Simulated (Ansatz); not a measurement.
Geometry optimisation, RKS PBE0-D4/6-31G* (Ansatz).

The input (input.yaml):

```yaml
crystal:
  periodic: [false, false, false]
  atoms:
    - { symbol: C, position_ang: [-1.0223, 0.9124, 0.3477] }
    - { symbol: C, position_ang: [0.0399, 0.1572, -0.2622] }
    - { symbol: C, position_ang: [0.5181, -0.9407, 0.2927] }
    - { symbol: S, position_ang: [1.9138, -1.839, -0.4045] }
    - { symbol: H, position_ang: [-1.916, 0.9819, -0.3736] }
    - { symbol: H, position_ang: [-1.4202, 0.553, 1.283] }
    - { symbol: H, position_ang: [-0.7107, 1.9856, 0.5233] }
    - { symbol: H, position_ang: [0.472, 0.5465, -1.2134] }
    - { symbol: H, position_ang: [0.1617, -1.2902, 1.2935] }
    - { symbol: H, position_ang: [2.03071, -2.72085, 0.54956] }
basis:
  gaussian: { orbitals: "6-31G*" }
hamiltonian:
  xc: pbe0
  dispersion: d4
relax:
  f_tol: 0.015
  max_steps: 40
output:
  orbitals: {}
```

Command:

```bash
$ ansatz run input.yaml --threads 1 --pin off --max-ram 2048MiB --backend cpu --events-out ev --progress --plain --runs-dir out
```

Task: Where does it end, and by what steps?

Result: The run converged. After 8 steps the energy has fallen by 0.244 eV; H10 moved furthest, 0.45 Å.

```json
{"step": "0", "energy less start (eV)": "0.0000", "largest force component (eV/Å)": "2.683", "accepted": "yes"}
{"step": "1", "energy less start (eV)": "-0.1601", "largest force component (eV/Å)": "1.015", "accepted": "yes"}
{"step": "2", "energy less start (eV)": "-0.1819", "largest force component (eV/Å)": "0.573", "accepted": "yes"}
{"step": "3", "energy less start (eV)": "-0.2252", "largest force component (eV/Å)": "0.335", "accepted": "yes"}
{"step": "4", "energy less start (eV)": "-0.2336", "largest force component (eV/Å)": "0.095", "accepted": "yes"}
{"step": "5", "energy less start (eV)": "-0.2388", "largest force component (eV/Å)": "0.079", "accepted": "yes"}
{"step": "6", "energy less start (eV)": "-0.2430", "largest force component (eV/Å)": "0.036", "accepted": "yes"}
{"step": "7", "energy less start (eV)": "-0.2439", "largest force component (eV/Å)": "0.020", "accepted": "yes"}
{"step": "8", "energy less start (eV)": "-0.2440", "largest force component (eV/Å)": "0.011", "accepted": "yes"}
```

```xyz
10
Properties=species:S:1:pos:R:3
C -1.039 0.975 0.337
C 0.063 0.141 -0.229
C 0.474 -1.012 0.302
S 1.662 -2.052 -0.494
H -1.874 1.060 -0.372
H -1.430 0.550 1.268
H -0.695 1.996 0.543
H 0.545 0.506 -1.136
H 0.015 -1.408 1.206
H 2.344 -2.410 0.611
```

Run time: 55 s on 1 thread of Arm Neoverse N1 (shared host), peak memory 0.15 GiB.
